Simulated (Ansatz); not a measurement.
Geometry optimisation, RKS PBE-D4/def2-SVP (Ansatz).

The input (input.yaml):

```yaml
crystal:
  periodic: [false, false, false]
  atoms:
    - { symbol: B, position_ang: [0.0, 0.0, 0.0] }
    - { symbol: H, position_ang: [0.685, 0.0, 1.2095] }
    - { symbol: "N", position_ang: [1.7396, 0.0, 0.1903] }
    - { symbol: H, position_ang: [2.2062, -0.9179, -0.0615] }
    - { symbol: H, position_ang: [2.191, 0.9179, -0.0879] }
    - { symbol: F, position_ang: [-1.1431, 0.0, -0.66] }
basis:
  gaussian: { orbitals: def2-SVP }
hamiltonian:
  xc: pbe
  dispersion: d4
relax:
  f_tol: 0.15
  max_steps: 25
  restrain:
    - { distance: [1, 2], at: 1.06, k: 30.0 }
    - { distance: [0, 1], at: 2.39, k: 30.0 }
    - { distance: [0, 2], at: 2.75, k: 30.0 }
```

Run as:

```bash
$ ansatz run input.yaml --threads 1 --pin off --max-ram 2048MiB --backend cpu --events-out ev --progress --plain --runs-dir out
```

Question: Where does it end, and by what steps?

Answer: It converged. The restraints hold the end off the free minimum. After 11 steps the energy has fallen by 1.618 eV (the restraints' own energy left out); H2 moved furthest, 0.75 Å. Parted: B1–N3 (1.75 → 2.76 Å). Joined: H2–N3 (1.47 → 1.04 Å).

```json
{"step": "0", "energy less start (eV)": "0.0000", "largest force component (eV/Å)": "4.787", "accepted": "yes"}
{"step": "1", "energy less start (eV)": "1.3242", "largest force component (eV/Å)": "6.877", "accepted": "yes"}
{"step": "2", "energy less start (eV)": "1.5551", "largest force component (eV/Å)": "9.987", "accepted": "yes"}
{"step": "3", "energy less start (eV)": "-0.1697", "largest force component (eV/Å)": "5.329", "accepted": "yes"}
{"step": "4", "energy less start (eV)": "-1.2927", "largest force component (eV/Å)": "1.727", "accepted": "yes"}
{"step": "5", "energy less start (eV)": "-1.3830", "largest force component (eV/Å)": "1.411", "accepted": "yes"}
{"step": "6", "energy less start (eV)": "-1.4242", "largest force component (eV/Å)": "1.265", "accepted": "yes"}
{"step": "7", "energy less start (eV)": "-1.5260", "largest force component (eV/Å)": "0.709", "accepted": "yes"}
{"step": "8", "energy less start (eV)": "-1.5807", "largest force component (eV/Å)": "1.015", "accepted": "yes"}
{"step": "9", "energy less start (eV)": "-1.6024", "largest force component (eV/Å)": "0.817", "accepted": "yes"}
{"step": "10", "energy less start (eV)": "-1.6150", "largest force component (eV/Å)": "0.499", "accepted": "yes"}
{"step": "11", "energy less start (eV)": "-1.6184", "largest force component (eV/Å)": "0.501", "accepted": "yes"}
```

```xyz
6
Properties=species:S:1:pos:R:3
B -0.697 0.067 0.196
H 1.433 0.007 1.276
N 2.048 -0.007 0.436
H 1.798 -0.828 -0.126
H 1.849 0.837 -0.113
F -0.752 -0.076 -1.080
```

Run time: 14 s on 1 thread of Arm Neoverse V2 (shared host), peak memory 0.12 GiB.
